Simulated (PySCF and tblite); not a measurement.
Values are calculated unless marked as measured or tabulated.
C4H10S, numbered as in [CH3:1][CH2:2][S:3][CH2:4][CH3:5].

Search: ETKDG, MMFF94s, GFN2-xTB, 90 starts; geometries at PBE0-D3(BJ)/def2-SVP. Free energies are PBE0-D3(BJ)/def2-SVP single points with GFN2-xTB rigid-rotor and vibrational terms (modes under about 100 cm⁻¹ blended into free rotors). Symmetry numbers and mirror images are counted. Conformers within 3 kcal/mol (GFN2-xTB free energy) were kept, 6 at most. GIAO shieldings: KT2/pcSseg-1. Shifts are against TMS (¹H), TMS (¹³C) at the same level. Codes: tblite and PySCF.

Torsions listed: C1–C2–S3–C4, C2–S3–C4–C5. Of a mirror pair one member is shown.

```json
{"conformer": "1", "shape": "71°, 175°", "symmetry": "C1 (pair)", "E(GFN2, own minimum) kcal/mol": "0.82", "E(DFT) kcal/mol": "0.56"}
{"conformer": "2", "shape": "-66°, -66°", "symmetry": "C2 (pair)", "E(GFN2, own minimum) kcal/mol": "0.00", "E(DFT) kcal/mol": "0.00"}
{"conformer": "3", "shape": "97°, -67°", "symmetry": "C1 (pair)", "E(GFN2, own minimum) kcal/mol": "0.50", "E(DFT) kcal/mol": "0.94"}
{"conformer": "4", "shape": "180°, 180°", "symmetry": "C2v", "E(GFN2, own minimum) kcal/mol": "1.71", "E(DFT) kcal/mol": "0.97"}
```

Question: How much do the weights at 298.15 K and the averaged shift of C2/C4 depend on how the conformers are weighted?

Answer: 
```tsv
weighting	1 (%)	2 (%)	3 (%)	4 (%)	δ (ppm)	rms dipole (D)
DFT energy with thermal terms, symmetry and mirror images (full scheme)	42	40	12	6	31.6	1.60
DFT energy with symmetry and mirror images	34	44	18	4	31.4	1.60
bare DFT energy	22	56	12	11	30.5	1.60
GFN2-xTB energy with symmetry and mirror images	21	42	36	1	32.1	1.61
GFN2-xTB free energy	29	42	27	2	31.8	1.61
leading conformer alone	100	0	0	0	33.9	1.57
equal weights	25	25	25	25	33.4	1.59
full scheme, search stopped after three starts	88	0	0	12	34.1	1.57
```

The largest departure from the full scheme, 2.6 ppm, comes with: full scheme, search stopped after three starts.
